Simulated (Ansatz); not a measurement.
C2H3FN2, SMILES `FC1N=CN1`. The species carries charge 0 and has multiplicity 1.

```xyz
8

F    -1.062    1.315    0.819
C    -0.717    0.062    0.454
N    -0.766   -0.187   -0.992
C     0.510   -0.321   -0.913
N     0.740   -0.180    0.458
H    -1.284   -0.653    1.055
H     1.230   -0.588   -1.684
H     1.348    0.552    0.803
```

(1) What are the harmonic wavenumbers in cm⁻¹ at PBE0-D4/def2-TZVP (Ansatz, finite differences of forces, unscaled)? (Estimate.)

(2) Is this a minimum?

(3) Give the ideal-gas thermochemistry at 298.15 K and 1 bar (rigid rotor, harmonic oscillator; point group C1, symmetry number 1).

(4) And at 400, 500, 600, 800 and 1000 K?

## Answers

(1) Ansatz gave: 276, 429, 558, 719, 944, 948, 1002, 1042, 1124, 1164, 1233, 1278, 1366, 1394, 1646, 3112, 3187, 3571.

(2) Yes, all 18 modes are real.

(3) Zero-point energy 149.5 kJ/mol; H(298) − E = 162.7 kJ/mol; entropy 281.2 J/(mol·K), of which translation 162.5, rotation 102.6, vibration 16.1; G(298) − E = 78.9 kJ/mol.

(4) 
| T (K) | H − E (kJ/mol) | S (J/mol/K) | G − E (kJ/mol) |
| --- | --- | --- | --- |
| 400 | 170.4 | 303.1 | 49.1 |
| 500 | 179.5 | 323.5 | 17.8 |
| 600 | 190.1 | 342.7 | -15.5 |
| 800 | 214.4 | 377.5 | -87.6 |
| 1000 | 241.6 | 407.9 | -166.2 |
